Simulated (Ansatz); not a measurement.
**SbH2⁺, singlet: the ladder up to full CI**

Geometry: displaced at random from a stationary point.

```xyz
3

Sb    0.0021   -0.0195   -0.0001
H    -0.1628    1.1948   -1.1988
H    -0.0862    1.1624    1.2135
```

Basis def2-SVP with its core potentials; Ansatz 0.2.0. Correlated methods freeze the noble-gas cores and the filled d shells of p-block atoms, which leaves 6 electrons in 27 orbitals. Prefix R: restricted or restricted open-shell reference; prefix U: unrestricted. Active spaces: valence = (6e, 6o) chosen from the atoms' valence shells. No spin–orbit coupling is included; scalar relativity enters through the core potentials alone.

Full CI is exact within this basis and frozen core; it isn't the basis-set limit. The frozen core follows each run's orbitals, which can shift R against U totals by a few meV for light atoms and by up to 0.1 eV past Ca.

The UHF ⟨S²⟩ is 0.097 and the T1 diagnostic (RCCSD) is 0.0132. The largest doubles amplitude (RCCSD) is 0.081.

| level | E − E(RHF) (eV) |
| --- | --- |
| RMP2 | -2.1377 |
| RCCSD | -2.8208 |
| RCCSD(T) | -2.8711 |

Problem. Estimate how far full CI in def2-SVP lies from RCCSD(T). The table doesn't fix it; the size of (T) and the diagnostics are the guide.

Solution. Full CI in def2-SVP lies 1.5 kJ/mol below RCCSD(T), which is 31 % of the (T) step (-4.8 kJ/mol). RHF is unstable towards spin polarisation, and the rest is a large part of (T).

The other levels:

```
                   level  E − E(full CI) (kJ/mol)  share of correlation (%)  wall time
                    CISD                     17.1                     93.84      0.6 s
                 BCCD(T)                      1.5                     99.47     0.51 s
                  RCCSDT                      0.2                     99.91          –
               RCCSDT(Q)                      0.1                     99.98      1.4 s
                 RCCSDTQ                      0.0                    100.00        9 s
  CASSCF (valence space)                    141.9                     49.04          –
  NEVPT2 (valence space)                     40.3                     85.54     0.91 s
  MRCISD (valence space)                      4.4                     98.44          –
MRCISD+Q (valence space)                      0.0                    100.00      1.2 s
```

The correlation energy at full CI, counted from RHF, is -2.886 eV. That run took 15 s on 1 thread of Arm Neoverse V1, shared host over 4,296,825 determinants.

Run but not shown, since their state or frozen core can't be matched to the reference's or they repeat it: UHF.

Times hold each run's SCF and search for its determinant on a shared host, so for small cases they say little of a method's own cost; they ran on 1 thread of Arm Neoverse V1.

The full-CI state has the irrep A' of Cs, in the program's axes.

Natural occupations of full CI about the gap: 1.964 1.943 1.916 0.048 0.048 0.033 0.010 0.007 0.006 0.006; effectively unpaired electrons, Σ n²(2−n)², 0.07.
